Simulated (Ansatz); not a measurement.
A calculation with Ansatz (development build ahead of 0.2.0).

```yaml
crystal:
  periodic: [false, false, false]
  atoms:
    - { symbol: C, position_ang: [-0.98818, 0.6998, 0.63388] }
    - { symbol: C, position_ang: [0.98698, -0.69928, -0.63254] }
    - { symbol: H, position_ang: [-0.89271, 0.07665, 1.54047] }
    - { symbol: H, position_ang: [-0.34004, 1.53309, 0.6081] }
    - { symbol: H, position_ang: [-1.45643, 0.20093, -0.20408] }
    - { symbol: H, position_ang: [1.05663, -0.07873, -1.50863] }
    - { symbol: H, position_ang: [1.49219, -0.39018, 0.2758] }
    - { symbol: H, position_ang: [0.32026, -1.56861, -0.67828] }
basis:
  gaussian: { orbitals: def2-SVP }
total_charge: 1
magnetization:
  spin_polarized: true
  initial_magnetization: 1
hamiltonian:
  xc: hf
output:
  forces: true
```

The input is written out in the form of the current development build from the run's settings.

The run gave:

```
Converged                       : yes
Total energy                    : -78.75147 hartree
Spin squared of the determinant : 0.762
Stability test                  : minimum
```

Forces (eV/Å):
```json
{"atom": "C1", "Fx": "1.597", "Fy": "-3.215", "Fz": "0.470"}
{"atom": "C2", "Fx": "-1.888", "Fy": "0.680", "Fz": "0.847"}
{"atom": "H3", "Fx": "-0.573", "Fy": "0.661", "Fz": "-0.340"}
{"atom": "H4", "Fx": "0.004", "Fy": "1.412", "Fz": "-0.405"}
{"atom": "H5", "Fx": "-0.598", "Fy": "0.813", "Fz": "-0.210"}
{"atom": "H6", "Fx": "0.319", "Fy": "0.081", "Fz": "-0.349"}
{"atom": "H7", "Fx": "0.404", "Fy": "-0.508", "Fz": "-0.141"}
{"atom": "H8", "Fx": "0.734", "Fy": "0.076", "Fz": "0.127"}
```
